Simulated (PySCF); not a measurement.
Input of a driver script around PySCF for `CN(C)C`, coordinates in Å (PBE0-D3(BJ)/def2-SVP geometry):
```
{"job": {"kind": "eom", "basis": "aug-cc-pVDZ", "nee": 0}, "charge": 0, "multiplicity": 1}
C     -0.290566     1.419707     0.360299
N     -0.065898     0.003672     0.477561
C      1.327854    -0.341355     0.387730
C     -0.881456    -0.760048    -0.428615
H     -0.000211     1.833146    -0.634258
H      0.286372     1.960612     1.126595
H     -1.355811     1.649788     0.518179
H      1.780063    -0.103042    -0.603767
H      1.464651    -1.419497     0.565018
H      1.903547     0.200356     1.154367
H     -0.652835    -0.563971    -1.502680
H     -0.740816    -1.837487    -0.249951
H     -1.946164    -0.529487    -0.267777
```

Problem. What does the run print?

Solution. 
```
E(HF) = -173.2898621043
E(MP2) = -173.9303010956
E(CCSD) = -173.9849609617
T1 diagnostic = 0.0100

EOM-IP-CCSD (eV)   Koopmans (eV)
   8.1432       9.4641
  12.7182      13.6790
  12.7193      13.6803
  13.0701      13.9188
  13.7572      14.6457
  13.7589      14.6475
  15.8948      17.1754
  15.8954      17.1760
```

Computed with CCSD and EOM-CCSD/aug-cc-pVDZ in PySCF, restricted Hartree–Fock reference, 4 core orbitals frozen, non-relativistic, gas phase, PBE0-D3(BJ)/def2-SVP geometry. Each EOM-IP line stands beside −ε of the orbital with the largest one-hole amplitude.

Problem. What correlation energies follow, and how does the T1 diagnostic stand?

Solution. MP2 -0.64044 Eh, CCSD -0.69510 Eh; CCSD lies 54.7 mEh below MP2. T1 = 0.0100, below the customary warning level of 0.02.

Problem. Which orbital leads each EOM-IP root, and how large is the one-hole share of its vector?

Solution. 8.14 eV: HOMO, one-hole share 0.95; 12.72 eV: HOMO-1, one-hole share 0.96; 12.72 eV: HOMO-2, one-hole share 0.96; 13.07 eV: HOMO-3, one-hole share 0.96; 13.76 eV: HOMO-4, one-hole share 0.96; 13.76 eV: HOMO-5, one-hole share 0.96; 15.89 eV: HOMO-6, one-hole share 0.95; 15.90 eV: HOMO-7, one-hole share 0.95.

On an Arm Neoverse V1 with one thread, shared host, this took 9.5 min.
